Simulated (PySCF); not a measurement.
## How far are cheaper levels from CCSD(T)/CBS for BN?

PySCF; the state is a triplet (σ ↑, π ↑). The composite is CCSD(T) extrapolated to the basis-set limit from two correlation-consistent sets, with core-valence (CV) and scalar-relativistic (SR) terms as its label shows; it has no spin–orbit coupling and nothing beyond (T). Here it is CCSD(T)/CBS(TQ)+CV+SR. It gives Re = 1.323 Å, ωe = 1534 cm⁻¹ and De = 4.54 eV to B + N.

```
       level          basis     relativity  Re (Å)  ωe (cm⁻¹)  De (eV)
        ROHF  jorge-DZP-DKH  spin-free X2C   1.295       1777     2.12
         UHF     def2-TZVPP  no relativity   1.288       1760     2.29
    ROHF-MP2         STO-3G  no relativity   1.349       1630     3.86
ROHF-CCSD(T)     x2c-SVPall  spin-free X2C   1.335       1532     4.10
ROHF-CCSD(T)  jorge-DZP-DKH  spin-free X2C   1.350       1469     3.76
        PW91  jorge-DZP-DKH  spin-free X2C   1.345       1496     5.10
        PBE0        cc-pVTZ  no relativity   1.317       1595     4.80
        PBE0      def2-TZVP  no relativity   1.315       1595     4.81
        PBE0     def2-TZVPP  no relativity   1.315       1595     4.81
   CAM-B3LYP         STO-3G  no relativity   1.335       1683     5.08
```

Problem. Give the difference of each row from the composite.

Solution. 

| level | basis | ΔRe (pm) | Δωe (%) | ΔDe (eV) |
| --- | --- | --- | --- | --- |
| ROHF | jorge-DZP-DKH | -2.8 | +15.8 | -2.42 |
| UHF | def2-TZVPP | -3.5 | +14.7 | -2.25 |
| ROHF-MP2 | STO-3G | +2.6 | +6.3 | -0.68 |
| ROHF-CCSD(T) | x2c-SVPall | +1.2 | -0.1 | -0.44 |
| ROHF-CCSD(T) | jorge-DZP-DKH | +2.7 | -4.2 | -0.78 |
| PW91 | jorge-DZP-DKH | +2.2 | -2.5 | +0.56 |
| PBE0 | cc-pVTZ | -0.6 | +4.0 | +0.26 |
| PBE0 | def2-TZVP | -0.8 | +4.0 | +0.27 |
| PBE0 | def2-TZVPP | -0.8 | +4.0 | +0.27 |
| CAM-B3LYP | STO-3G | +1.2 | +9.7 | +0.54 |

Problem. Which rows come closest in De?

Solution. PBE0 in cc-pVTZ (+0.26 eV); PBE0 in def2-TZVP (+0.27 eV); PBE0 in def2-TZVPP (+0.27 eV), counted from the composite.

Correlated steps freeze 2 core orbitals. Correlated levels converge slowly with the basis: in double zeta they bind strong bonds too weakly, by up to about 1 eV, and carry superposition errors of some tenths. The CCSD T1 diagnostic is raised in BN, a sign that a single reference may not be enough there. STO-3G is very small, so such numbers show the basis as much as the molecule. The state was picked by a PBE0 search and need not be the measured ground state.
